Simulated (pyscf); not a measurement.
PySCF, gas phase, ωB97X-D3(BJ)/def2-SVP geometries.

### Question
What is the homolytic dissociation enthalpy (298 K, ωB97M-D3(BJ)/def2-TZVP) of the H–N bond of H₂N–Ti(NH₂)(NH₂)–NH₂, to [HN–Ti(NH₂)(NH₂)–NH₂]• + H•?

### Answer
H–N to [HN–Ti(NH₂)(NH₂)–NH₂]• + H•: 109.3 kcal/mol. The 7 functionals that were run give +102.6 (PBE) to +110.1 kcal/mol (M06-2X). The radicals are drawn with the spin at the cut bond; how far it spreads was not checked. Other isomers of [HN–Ti(NH₂)(NH₂)–NH₂]• were not searched in full and may lie lower. Open-shell species with a d-block atom are single-reference here; other states, and whether the spin sits on metal or ligand, were not checked.
